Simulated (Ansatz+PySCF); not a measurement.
Values are calculated unless marked as measured or tabulated.
## PySCF 2.14.0 run

```python
from pyscf import gto, scf, mp

mol = gto.M(atom="""
C 0.000000 0.242020 0.000000
H 0.000000 -0.121010 -1.035360
H 0.000000 -0.121010 1.035360
""", basis='cc-pvtz', charge=1, spin=1)
mf = scf.UHF(mol)
mf.kernel()
pt = mp.MP2(mf, frozen=1).run()
print(mf.e_tot, pt.e_corr, pt.e_tot)
```

The script is written out from the run's settings.

Results

- Converged: yes
- Reference energy: -38.58130 hartree
- Correlation energy: -0.09538 hartree
- Total energy: -38.67668 hartree
- Spin squared of the determinant: 0.756
